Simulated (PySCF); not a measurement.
Species: C3H8N (doublet state).
Z-matrix (Å and degrees, GFN2-xTB geometry), rows numbered from 1:
```
C 
C   1  1.4902
C   2  1.4902  1  119.16
N   2  1.4077  1  116.48  3  -148.08
H   1  1.0986  2  112.30  3    70.89
H   1  1.0889  2  110.14  3   -48.79
H   1  1.0898  2  110.76  3  -168.99
H   3  1.0987  2  112.31  1   -71.01
H   3  1.0900  2  110.78  1   168.82
H   3  1.0890  2  110.12  1    48.70
H   4  1.0112  2  113.38  1  -170.37
H   4  1.0113  2  113.37  1   -41.37
```

The hyperfine couplings belong to this conformer and change with its torsions.

As a line formula: `C[C](C)N` [radical].

Method used: PySCF 2.14.0, UKS B3LYP, pcH-1 on C H N, non-relativistic, mean-field spin-orbit, GIAO. One conformer (not necessarily the lowest) at the GFN2-xTB geometry, without solvent, vibrations or thermal averaging. A GFN2-xTB geometry isn't a minimum of the functional, and hyperfine couplings can be far from their values at a DFT geometry. The SCF solution wasn't tested for stability.

**Question.** Break the g tensor into its mass correction, gauge correction and orbital-Zeeman/spin–orbit terms.

**Answer.** 
| Δg (ppm) | 1 | 2 | 3 |
| --- | --- | --- | --- |
| relativistic mass correction | -165 | -165 | -165 |
| gauge correction | -4 | 35 | 26 |
| orbital Zeeman/spin–orbit | -13 | 597 | 954 |
| total | -182 | 467 | 815 |

So g = 2.00214, 2.00279, 2.00313 and g_iso = 2.00269; the tensor is rhombic: the two nearest values differ by 35 % of g3 − g1. Axes: g2 points within 11° of the C2–N4 bond.

**Question.** What are the electron Larmor frequencies g μB B/h along the three axes at 3350 mT?

**Answer.** 93.8751, 93.9055, 93.9218 GHz for g1, g2 and g3, a range of 46.7 MHz.

**Question.** At 9.669 GHz, how far is the centre of the isotropic spectrum from where a free electron (g = 2.002319) resonates?

**Answer.** B = hν/(g μB) with μB/h = 13.99624 MHz/mT gives 345.01 mT for the free electron and 344.95 mT at g_iso, 0.06 mT lower.

**Question.** In a frozen sample, at which fields do the three g values resonate at 9.5, 34, 94 and 263 GHz (hyperfine left aside), and which band first spreads them over more than twice a line width of 1.0 mT?

**Answer.** 
```csv
band,GHz,B(g3) mT,B(g2) mT,B(g1) mT,spread mT
X,9.5,338.85,338.90,339.01,0.17
Q,34.0,1212.71,1212.92,1213.31,0.60
W,94.0,3352.79,3353.37,3354.46,1.67
J,263.0,9380.68,9382.31,9385.35,4.67
```

The spread grows in proportion to the frequency. J band is the first where it exceeds 2.0 mT.

The largest Mulliken spin populations are on C2 (+0.82), N4 (+0.13), H8 (+0.07) and H5 (+0.07). C2 is the only atom above +0.15. The angles at C2 add up to 352.1°, so it is slightly pyramidal.

The HOMO–LUMO gaps are 4.59 eV among the α and 7.54 eV among the β orbitals.
